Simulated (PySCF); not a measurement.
# PF (triplet): basis, grid and Hamiltonian

The method stays; parts of the set-up, such as the basis or the Hamiltonian, are changed.

Computed with PySCF 2.14.0. Level: each script names its method and basis.

### 1 The system as given

PF (triplet): 2 atoms, charge 0, spin multiplicity 3.

Bond lengths: P1–F2 1.596 Å.

### 2 The base run

The input, input.py:

```python
from pyscf import gto, scf
from pyscf.hessian import thermo

mol = gto.M(
    atom='P 0 0 0; F 0 0 1.596',
    basis='6-31g*',
    charge=0,
    spin=2,
    verbose=4,
)
mf = scf.UHF(mol)
mf.kernel()
hess = mf.Hessian().kernel()
print('wavenumber (cm^-1) =', thermo.harmonic_analysis(mol, hess)['freq_wavenumber'].round(1))
mf.dip_moment()
print('orbital energies (hartree):', [e[max(0, n-3):n+3].round(4) for e, n in zip(mf.mo_energy, mol.nelec)])
```

The run is started by

```bash
$ python input.py
```

The log of this run is left out.

It gives: E(SCF) = -440.141724 Eh, 11 cycles, ⟨S²⟩ = 2.025, μ = 1.30 D, wavenumbers 916 cm⁻¹.

The bond length is a typed value, not an optimised one, so the wavenumber is not that of the minimum. The triplet is typed in the script; nothing here shows that it is the ground state.

### 3 Cc-pvdz-dk (X2C on)

Variant 1 changes basis set: 6-31g* → cc-pvdz-dk; spin-free X2C: off → on.

The input, input.py:

```python
from pyscf import gto, scf
from pyscf.hessian import thermo

mol = gto.M(
    atom='P 0 0 0; F 0 0 1.596',
    basis='cc-pvdz-dk',
    charge=0,
    spin=2,
    verbose=4,
)
mf = scf.UHF(mol)
mf = mf.sfx2c1e()
mf.kernel()
hess = mf.Hessian().kernel()
print('wavenumber (cm^-1) =', thermo.harmonic_analysis(mol, hess)['freq_wavenumber'].round(1))
mf.dip_moment()
print('orbital energies (hartree):', [e[max(0, n-3):n+3].round(4) for e, n in zip(mf.mo_energy, mol.nelec)])
```

The run is started by

```bash
$ python input.py
```

### 4 Cc-pvdz

Variant 2 changes basis set: 6-31g* → cc-pvdz.

Edit input.py of step 2 so:

```diff
@@ -5,3 +5,3 @@
     atom='P 0 0 0; F 0 0 1.596',
-    basis='6-31g*',
+    basis='cc-pvdz',
     charge=0,
```

### 5 Ano-rcc-vdzp (X2C on)

Variant 3 changes basis set: 6-31g* → ano-rcc-vdzp; spin-free X2C: off → on.

Edit input.py of step 2 so:

```diff
@@ -5,3 +5,3 @@
     atom='P 0 0 0; F 0 0 1.596',
-    basis='6-31g*',
+    basis='ano-rcc-vdzp',
     charge=0,
@@ -11,2 +11,3 @@
 mf = scf.UHF(mol)
+mf = mf.sfx2c1e()
 mf.kernel()
```

### 6 Sbkjc (core potential on)

Variant 4 changes basis set: 6-31g* → sbkjc; core potential: off → on. The core potential changes with it: totals don't compare.

Edit input.py of step 2 so:

```diff
@@ -5,3 +5,4 @@
     atom='P 0 0 0; F 0 0 1.596',
-    basis='6-31g*',
+    basis='sbkjc',
+    ecp={'P': 'sbkjc', 'F': 'sbkjc'},
     charge=0,
```

What does the calculation give? Wanted: for each run, E(SCF); from base; gap, α spin; SCF dipole; after the SCF.

As calculated:

```tsv
run	E(SCF) (hartree)	from base (eV)	cycles	gap, α spin (eV)	SCF dipole (D)	functions	after the SCF
base	-440.141724	0	11	13.61	1.30	32	highest mode 916 cm⁻¹
cc-pvdz-dk (X2C on)	-441.064379	not comparable	11	13.98	1.41	32	highest mode 950 cm⁻¹
cc-pvdz	-440.163802	-0.6008	11	13.99	1.40	32	highest mode 951 cm⁻¹
ano-rcc-vdzp (X2C on)	-441.115595	not comparable	11	13.14	1.37	32	highest mode 909 cm⁻¹
sbkjc (core potential on)	-30.149472	not comparable	11	13.26	1.97	16	highest mode 1013 cm⁻¹
```

In words: cc-pvdz (32 functions) gives an energy 0.60 eV lower than 6-31g* (32). The dearest run is “ano-rcc-vdzp (X2C on)”, at 32 s against 3 s.
